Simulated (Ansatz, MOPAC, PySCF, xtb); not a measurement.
Barrier height from H2P (SMILES [PH2]) + H2 to the transition structure H4P, without zero-point energy, on the benchmark's geometries as Psi4's copy of the set gives them.
Transition structure (charge 0, multiplicity 2):
```
atom    x (Å)    y (Å)    z (Å)
----  -------  -------  -------
P      0.2174   0.0001  -0.1112
H      0.2466   1.0347   0.8522
H      0.2627  -1.0251   0.8616
H     -1.2664  -0.0110  -0.1506
H     -2.5043   0.0000   0.1056
```
Reactant (charge 0, multiplicity 2):
| atom | x (Å) | y (Å) | z (Å) |
|---|---|---|---|
| P | 0.0000 | 0.0000 | -0.1157 |
| H | 1.0201 | 0.0000 | 0.8674 |
| H | -1.0201 | 0.0000 | 0.8674 |

Open shells are unrestricted; no spin–orbit coupling.

Cores are frozen in the correlated methods. The state that PM6 reach isn't checked.

Programs: Ansatz (Gaussian basis) for Hartree–Fock, density functionals and correlated methods; MOPAC for PM6 (differences of heats of formation); PySCF for the dispersion terms; xtb for the GFN methods. Values without a source in brackets are computed. The GFN methods have no spin term and hold the electronic entropy of 300 K.

```json
[
 {"level": "PM6", "barrier height (kJ/mol)": "172.1"},
 {"level": "GFN1-xTB", "barrier height (kJ/mol)": "26.6"},
 {"level": "GFN2-xTB", "barrier height (kJ/mol)": "29.7"},
 {"level": "BLYP-D4/def2-TZVPPD", "barrier height (kJ/mol)": "84.5"},
 {"level": "PBE0/def2-TZVPPD", "barrier height (kJ/mol)": "85.5"},
 {"level": "CAM-B3LYP-D3(BJ)/def2-TZVPPD", "barrier height (kJ/mol)": "___"},
 {"level": "MP2/aug-cc-pV(D+d)Z", "barrier height (kJ/mol)": "___"},
 {"level": "SCS-MP2/aug-cc-pV(D+d)Z", "barrier height (kJ/mol)": "107.4"},
 {"level": "CCSD(T)/aug-cc-pV(T+d)Z", "barrier height (kJ/mol)": "105.8"}
]
```

Problem. Complete the blanks.

Solution. 
- CAM-B3LYP-D3(BJ)/def2-TZVPPD, barrier height (kJ/mol): 93.2
- MP2/aug-cc-pV(D+d)Z, barrier height (kJ/mol): 98.9

Ansatz is a first-principles code.
